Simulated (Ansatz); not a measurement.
Stepwise reaction of `S[Si]S` with hydrogen chloride, as a gas-phase model of exchange steps in deposition or etching. ΔE in kJ/mol; ΔG adds harmonic PBE0-D4 terms to CCSD(T)/CBS, at 1 bar.

Program: Ansatz. Geometries: PBE0-D4/def2-TZVP. ΔE: electronic, gas phase. CBS: MP2 limit from def2 TZ/QZ plus the TZ coupled-cluster correction, frozen cores. This one scheme is used for every species. Functionals use def2-TZVPP. B3LYP here is the variant with VWN-RPA as its local correlation; programs differ in this. One conformer a species, not always the lowest.

```
step                            reaction  PBE-D4  B3LYP-D4  ωB97M-V  CCSD(T)/CBS  ΔG(400 K)
   1    `S[Si]S` + HCl → `S[Si]Cl` + H₂S   -25.6     -31.5    -33.9        -29.6      -34.2
   2  `S[Si]Cl` + HCl → `Cl[Si]Cl` + H₂S   -19.9     -25.8    -28.3        -23.1      -26.7
```

Q: By hand: ΔE of the 2 steps together at CCSD(T)/CBS.

A: (-29.6) + (-23.1) = -52.7 kJ/mol, or -26.4 kJ/mol a step.

In ΔE each step is higher than the one before. All are downhill at CCSD(T)/CBS. ΔG lies between -34.2 and -26.7 kJ/mol a step. PBE-D4 differs from CCSD(T)/CBS by 3.2 to 4.0 kJ/mol a step. Isolated molecules leave out the surface, adducts and barriers. Largest T1 diagnostic: 0.015.
